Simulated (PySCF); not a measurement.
Isomers of C5H11N, one GFN2-xTB conformer each. Single-point energies are computed at PBE0/pcSseg-1 (PySCF, gas phase, no added dispersion term), electronic only.

```tsv
SMILES	GFN2-xTB relative energy (kcal/mol)
C=CC[C@H](C)N	11.3
CCCN1CC1	0.0
C=C[C@@H](C)NC	11.1
C=CCCCN	13.4
C=NC(C)(C)C	0.1
[H]/N=C\C(C)(C)C	0.0
C=N[C@H](C)CC	1.3
```

Conformers: `[CH2:1]=[CH:2][CH2:3][C@H:4]([CH3:5])[NH2:6]` with C1–C2–C3–C4 -115°, C2–C3–C4–C5 -70°, C3–C4–N6–H -59° and 61°; `[CH3:1][CH2:2][CH2:3][N:4]1[CH2:5][CH2:6]1` with C1–C2–C3–N4 178°, C2–C3–N4–C5 86°; `[CH2:1]=[CH:2][C@@H:3]([CH3:4])[NH:5][CH3:6]` with C1–C2–C3–C4 108°, C2–C3–N5–C6 70°; `[CH2:1]=[CH:2][CH2:3][CH2:4][CH2:5][NH2:6]` with C1–C2–C3–C4 -122°, C2–C3–C4–C5 175°, C3–C4–C5–N6 65°, C4–C5–N6–H -63° and 56°; `[CH2:1]=[N:2][C@H:3]([CH3:4])[CH2:5][CH3:6]` with C1–N2–C3–C4 -121°, N2–C3–C5–C6 -69°.

**Question.** What does PBE0/pcSseg-1 give for the same structures?

**Answer.** 
```csv
SMILES,PBE0/pcSseg-1 E (Eh),PBE0/pcSseg-1 (kcal/mol),GFN2-xTB (kcal/mol),point group
[H]/N=C\C(C)(C)C,-251.55219,0.0,0.0,Cs
C=N[C@H](C)CC,-251.54283,5.9,1.3,C1
C=NC(C)(C)C,-251.54222,6.3,0.1,near Cs
C=CC[C@H](C)N,-251.53860,8.5,11.3,C1
C=CCCCN,-251.53572,10.3,13.4,C1
C=C[C@@H](C)NC,-251.53060,13.5,11.1,C1
CCCN1CC1,-251.52153,19.2,0.0,C1
```

Both levels put the same isomer lowest; measured from each level's own lowest isomer, the values differ by up to 19.2 kcal/mol (CCCN1CC1: 0.0 against 19.2). As drawn, the lowest has a C=N bond, an N–H bond and a quaternary carbon, which the highest lacks; the highest has a three-membered ring, which the lowest lacks. Neighbours under 2.5 kcal/mol apart (C=N[C@H](C)CC and C=NC(C)(C)C; C=NC(C)(C)C and C=CC[C@H](C)N; C=CC[C@H](C)N and C=CCCCN) can change places with a better method, another conformer or zero-point energy.

**Question.** Which frontier levels, dipoles and rotational constants go with these structures?

**Answer.** 
```
          SMILES  HOMO (eV, PBE0/pcSseg-1)  LUMO (eV)  dipole (D)      A, B, C (MHz)
[H]/N=C\C(C)(C)C                     -7.14       0.23        2.53   4447, 2759, 2709
   C=N[C@H](C)CC                     -7.19      -0.10        1.30   4041, 3189, 1970
     C=NC(C)(C)C                     -6.92       0.01        1.38   4465, 2893, 2842
   C=CC[C@H](C)N                     -6.64       0.40        1.01   6850, 1957, 1668
         C=CCCCN                     -6.69       0.48        1.03  11274, 1419, 1377
  C=C[C@@H](C)NC                     -6.45       0.43        1.03   4171, 2998, 1926
        CCCN1CC1                     -6.64       1.60        1.12  11177, 1741, 1646
```

**Question.** As an exercise, what shares would exp(−E/RT) give at 2000 K from these electronic energies alone (no entropy, no degeneracies)?

**Answer.** RT = 3.974 kcal/mol: [H]/N=C\C(C)(C)C 60.0 %, C=N[C@H](C)CC 13.7 %, C=NC(C)(C)C 12.4 %, C=CC[C@H](C)N 7.0 %, C=CCCCN 4.5 %, C=C[C@@H](C)NC 2.0 %, CCCN1CC1 0.5 %.
